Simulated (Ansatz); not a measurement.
# CH4MgO (SMILES C[O][MgH]): a rigid scan of the bond length C1–H4

Aim: the energy along the bond length C1–H4, from CCSD(T) and from cheaper methods, relative to the minimum. No other atom is relaxed.

The runs use Ansatz 0.2.0, Gaussian basis; single points in def2-TZVPP.

Levels: PBE-D4, r2SCAN-D4, PBE0-D4, B3LYP-D4, wB97M-V, Hartree-Fock, MP2, CCSD, CCSD(T). The scan takes 0.968, 1.006, 1.062, 1.128, 1.200, 1.278, 1.361, 1.449, 1.540 Å.

Correlated methods freeze the cores. The outer core shell of Li, Na, Mg and K is correlated. B3LYP uses VWN-RPA correlation.

19 further runs of the same task are left out: 19 set aside as unsound or not needed.

## 1. The starting structure

The minimum, relaxed at PBE0-D4: SMILES `C[O][MgH]`, 7 atoms, charge 0, spin multiplicity 1.

Atoms are counted from 1 here; the program's logs count them from 0.

Bond lengths: C1–O2 1.376 Å, C1–H4 1.100 Å, C1–H5 1.100 Å, C1–H6 1.100 Å, O2–Mg3 1.763 Å, Mg3–H7 1.690 Å. Angles: O2–C1–H4 111.8°, O2–C1–H5 111.8°, O2–C1–H6 111.8°, H4–C1–H5 107.0°, H4–C1–H6 107.0°, H5–C1–H6 107.0°, C1–O2–Mg3 180.0°, O2–Mg3–H7 180.0°.

Coordinates:

```
C    -0.6350    0.9513   -0.0894
O     0.1283   -0.1891    0.0093
Mg    1.1073   -1.6498    0.1350
H    -0.9133    1.1679   -1.1312
H    -0.1016    1.8343    0.2919
H    -1.5704    0.8678    0.4832
H     2.0461   -3.0504    0.2555
```

Energies of the minimum (eV), from earlier single points: PBE-D4 -8588.10800, r2SCAN-D4 -8592.79945, PBE0-D4 -8588.79306, B3LYP-D4 -8596.22651, wB97M-V -8593.55755, CCSD(T) -8582.28754.

At the minimum the bond length C1–H4 is 1.100 Å.

## 2. C1–H4 = 0.968 Å

Contents of ccsdt-tzvpp/in.yaml:

```yaml
crystal:
  periodic: [false, false, false]
  atoms:
    - {symbol: C, position_ang: [-0.635049, 0.951282, -0.089411]}
    - {symbol: O, position_ang: [0.128275, -0.189080, 0.009284]}
    - {symbol: Mg, position_ang: [1.107294, -1.649766, 0.134956]}
    - {symbol: H, position_ang: [-0.879928, 1.141919, -1.006317]}
    - {symbol: H, position_ang: [-0.101646, 1.834334, 0.291872]}
    - {symbol: H, position_ang: [-1.570386, 0.867767, 0.483158]}
    - {symbol: H, position_ang: [2.046097, -3.050424, 0.255452]}
basis:
  gaussian: {orbitals: def2-TZVPP}
correlation: {method: ccsd_t}
```

The command line of these runs was not kept.

The runs that follow: C1–H4 = 1.006 Å; C1–H4 = 1.062 Å; C1–H4 = 1.128 Å; C1–H4 = 1.200 Å; C1–H4 = 1.278 Å; C1–H4 = 1.361 Å; C1–H4 = 1.449 Å; C1–H4 = 1.540 Å.

Before running it: what results should come out? Wanted: highest point, CCSD(T); lowest point, CCSD(T); minimum along the scan, CCSD(T); RMS deviation from CCSD(T); largest T1 diagnostic.

The runs gave:

```
                       quantity                                                                                               value
         highest point, CCSD(T)                                                                                 1390 meV at 1.540 Å
          lowest point, CCSD(T)                                                                                    0 meV at 1.100 Å
minimum along the scan, CCSD(T)                                                                                             1.098 Å
                curvature there                                                                                          31.5 eV/Å²
     RMS deviation from CCSD(T)  PBE-D4 74, r2SCAN-D4 19, PBE0-D4 4, B3LYP-D4 19, wB97M-V 19, Hartree-Fock 106, MP2 49, CCSD 21 meV
          largest T1 diagnostic                                                                                               0.013
```

A polynomial through the near points puts the CCSD(T) minimum 0.002 Å below the PBE0-D4 value. It is steeper on the short side than on the long one. Curvature against CCSD(T): PBE-D4 -7 %, Hartree-Fock +9 %. PBE0-D4 follows the CCSD(T) curve best and Hartree-Fock worst.
